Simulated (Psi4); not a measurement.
**doublet NO3: levels of theory compared**

We compute a comparison of 6 runs (UHF/3-21G, UB3LYP/6-31G*, U-wB97M-V/aug-cc-pVDZ, U-wB97X/aug-cc-pVDZ, UDSD-PBEP86/aug-cc-pVDZ, UMP3/aug-cc-pVDZ) of doublet NO3. 

The calculation is run with Psi4 1.11.

2 further runs of the same task are left out: 1 that didn't finish, 1 set aside as unsound or not needed.

### 1 The system as given

NO3 has 4 atoms, charge 0, and is taken as a doublet. SMILES of the parent species: `O=[N+]([O-])[O-]`. Geometry: relaxed at PBE0-D4/def2-TZVPD. That shape belongs to the parent species and isn't relaxed for this state.

Bond lengths: O1–N2 1.247 Å, N2–O3 1.247 Å, N2–O4 1.247 Å. Angles: O1–N2–O3 120.0°, O1–N2–O4 120.0°, O3–N2–O4 120.0°.

### 2 Energy and gradient at UHF/3-21G (run 1)

no3.dat

```
memory 2200 MB

molecule {
  0 2
  O
  N 1 1.246587
  O 2 1.246588 1 120.00031
  O 2 1.246587 1 119.99979 3 -179.99912
  symmetry c1
  no_reorient
  no_com
}

set reference uhf
set puream true
set e_convergence 1e-09
set d_convergence 1e-08
set scf_type pk
set maxiter 100

e, wfn = gradient('scf/3-21G', return_wfn=True)
oeprop(wfn, 'QUADRUPOLE', 'MULLIKEN_CHARGES', 'MAYER_INDICES', title='SCF')
```

Started as:

```bash
psi4 -i no3.dat -o no3.out -n 1
```

no3.out:

```text
[...]
  Running in c1 symmetry.
[...]
  Nuclear repulsion =  118.372554905080776
[...]
  Multiplicity = 2
[...]
  Nalpha       = 16
  Nbeta        = 15
[...]
    Number of basis functions: 36
[...]
   @UHF iter   1:  -276.89378691169765   -2.84465e-01   2.01365e-02 DIIS/ADIIS
[...]
   @UHF iter  16:  -277.12923460590434   -6.82121e-13   9.89184e-09 DIIS
[...]
   @S^2 Observed:                7.727784579E-01
[...]
  @UHF Final Energy:  -277.12923460590434
   => Energetics <=
    Nuclear Repulsion Energy =            118.3725549050807757
    One-Electron Energy =                -614.3277593245070420
    Two-Electron Energy =                 218.8259698135219367
    Total Energy =                       -277.1292346059043439
  UHF NO Occupations:
  HONO-2 :   14  A 1.9948380
  HONO-1 :   15  A 1.9948379
[...]
  -Total Gradient:
     Atom            X                  Y                   Z
    ------   -----------------  -----------------  -----------------
       1       -0.000000893610     0.000001219039    -0.001642309030
       2        0.000002702691    -0.000001096118    -0.000001028056
       3       -0.000000893611    -0.001422534527     0.000822416448
       4       -0.000000915470     0.001422411605     0.000820920638
[...]
  Mulliken Charges: (a.u.)
   Center  Symbol    Alpha    Beta     Spin     Total
       1     O     4.31812  3.92258  0.39553 -0.24070
       2     N     3.04565  3.23225 -0.18660  0.72210
       3     O     4.31812  3.92258  0.39553 -0.24070
       4     O     4.31811  3.92259  0.39553 -0.24070
   Total alpha = 16.00000, Total beta = 15.00000, Total charge =  0.00000
  Mayer Bond Indices:
  Total Bond Index:
  Irrep: 1 Size: 4 x 4
[...]
```

It took 2.5 s on 1 thread of Intel Xeon Platinum 8488C (Sapphire Rapids), shared host; peak memory 0.18 GiB.

### 3 Energy and forces at UB3LYP/6-31G(d) (Cartesian functions) (run 2)

no3.dat

```
memory 2.2 GB

molecule {
  0 2
  O      0.56034159     0.99029208     2.06269276
  N      0.00000000     0.00000000     0.00000000
  O      0.88900276    -2.10394548    -0.57659324
  O     -1.44932545     1.11367230    -1.48611842
  units bohr
  symmetry c1
}

set basis 6-31G*
set reference uks
set puream false
set e_convergence 1e-09
set d_convergence 1e-08
set scf_type pk
set dft_radial_points 99
set dft_spherical_points 590
set maxiter 100

e, wfn = gradient("b3lyp", return_wfn=True)
```

Started as:

```bash
psi4 no3.dat no3.out -n 1
```

no3.out:

```text
[...]
  Running in c1 symmetry.
[...]
  Nuclear repulsion =  118.372543400070526
[...]
  Multiplicity = 2
[...]
  Nalpha       = 16
  Nbeta        = 15
[...]
    Number of basis functions: 60
[...]
   @UKS iter   1:  -280.07643732970411   -1.02191e-01   1.06837e-02 ADIIS/DIIS
[...]
   @UKS iter  12:  -280.21656001659812   -1.37561e-11   1.03499e-09 DIIS
[...]
   @S^2 Observed:                7.548235933E-01
[...]
  @UKS Final Energy:  -280.21656001659812
   => Energetics <=
    Nuclear Repulsion Energy =            118.3725434000705263
    One-Electron Energy =                -617.7105840419865217
    Two-Electron Energy =                 245.3626747433616231
    DFT Exchange-Correlation Energy =     -26.2411941180437225
    Empirical Dispersion Energy =           0.0000000000000000
    VV10 Nonlocal Energy =                  0.0000000000000000
    Total Energy =                       -280.2165600165981232
[...]
  -Total Gradient:
     Atom            X                  Y                   Z
    ------   -----------------  -----------------  -----------------
       1        0.002628146223     0.004640753112     0.009668400055
       2       -0.000003421282     0.000000363121     0.000000457759
       3        0.004165498154    -0.009859076830    -0.002704577704
       4       -0.006788757336     0.005216341735    -0.006963295573
[...]
```

Run time: 11 s. Hardware: 1 thread of Intel Xeon Platinum 8488C (Sapphire Rapids), shared host; peak memory 0.59 GiB.

Runs 3 to 5 aren't shown in full; the table further down has their settings and results.

### 4 A single-point energy at UMP3/aug-cc-pVDZ (run 6)

no3.in

```
memory 2.2 GB

molecule geom {
  0 2
  O      0.296520     0.524040     1.091530
  N      0.000000     0.000000     0.000000
  O      0.470440    -1.113360    -0.305120
  O     -0.766950     0.589330    -0.786420
  symmetry c1
}

set {
  basis           aug-cc-pVDZ
  reference       uhf
  puream          true
  e_convergence   1e-09
  d_convergence   1e-08
  scf_type        pk
  num_frozen_docc 4
  maxiter         100
  mp_type         conv
}

energy("mp3")
```

Started as:

```bash
psi4 no3.in no3.out -n 1
```

no3.out:

```text
[...]
  Running in c1 symmetry.
[...]
  Nuclear repulsion =  118.372543486432107
[...]
  Multiplicity = 2
[...]
  Nalpha       = 16
  Nbeta        = 15
[...]
    Number of basis functions: 92
[...]
   @UHF iter   1:  -278.62821648129272   -4.88472e-01   7.32295e-03 DIIS/ADIIS
[...]
   @UHF iter  16:  -278.80817582916148    7.38964e-13   5.68693e-09 DIIS
[...]
   @S^2 Observed:                7.988338305E-01
[...]
  @UHF Final Energy:  -278.80817582916148
   => Energetics <=
    Nuclear Repulsion Energy =            118.3725434864321073
    One-Electron Energy =                -616.5221314904281371
    Two-Electron Energy =                 219.3414121748345451
    Total Energy =                       -278.8081758291614847
  UHF NO Occupations:
  HONO-2 :   14  A 1.9891174
  HONO-1 :   15  A 1.9891171
[...]
 Multipole Moments:
 ------------------------------------------------------------------------------------
     Multipole            Electronic (a.u.)      Nuclear  (a.u.)        Total (a.u.)
 ------------------------------------------------------------------------------------
 L = 1.  Multiply by 2.5417464519 to convert [e a0] to [Debye]
 Dipole X            :         -0.0000013            0.0000000           -0.0000013
 Dipole Y            :         -0.0000038            0.0000000           -0.0000037
 Dipole Z            :          0.0000064           -0.0000000            0.0000063
 Magnitude           :                                                    0.0000075
[...]
	SCS-MP2 Total Energy (a.u.)        :  -279.58298906550078
	SOS-MP2 Total Energy (a.u.)        :  -279.55899524826771
[...]
	SOS-PI-MP2 Total Energy (a.u.)     :  -279.61675058819895
[...]
	MP2 Total Energy (a.u.)            :  -279.63097669996705
[...]
	SCS-MP3 Total Energy (a.u.)        :  -279.57051386032987
[...]
	MP3 Total Energy (a.u.)            :  -279.58107587928339
[...]
```

Run time: 20 s. Hardware: 1 thread of Intel Xeon Platinum 8488C (Sapphire Rapids), shared host; peak memory 0.78 GiB.

### 5 All runs side by side

```csv
run,level,Cartesian functions,integration grid,energy (Eh),dipole moment (D),HOMO energy (eV),LUMO energy (eV),wall time
1,UHF/3-21G,no,–,-277.129235,0.00,-12.35,-3.29,2.5 s
2,UB3LYP/6-31G* (Cartesian functions),yes,99 radial × 590 angular,-280.216560,0.00,-10.05,-6.55,11 s
3,U-wB97M-V/aug-cc-pVDZ,no,99 radial × 590 angular,-280.195130,0.00,-13.00,-4.68,49 s
4,U-wB97X/aug-cc-pVDZ,no,99 radial × 590 angular,-280.193961,0.00,-13.02,-4.67,27 s
5,UDSD-PBEP86/aug-cc-pVDZ (density fitting for correlation),no,99 radial × 590 angular,-279.799776,–,-12.18,-4.63,20 s
6,UMP3/aug-cc-pVDZ,no,–,-279.581076,–,-12.83,-3.12,20 s
```

### 6 What came out

| quantity | value |
| --- | --- |
| run 6: total energy | -279.58108 Eh |
| run 6: HOMO energy (Hartree–Fock orbitals) (highest over α and β) | -12.83 eV |
| run 6: LUMO energy (Hartree–Fock orbitals) (lowest over α and β) | -3.12 eV |
| run 6: correlation energy (4 core orbitals frozen) | -772.9 mEh |
| run 6: ⟨S²⟩ of the reference determinant | 0.799 |

**Reading.** Totals of different functionals can't be ranked against each other. All runs together took 2.2 min, the longest 49 s.
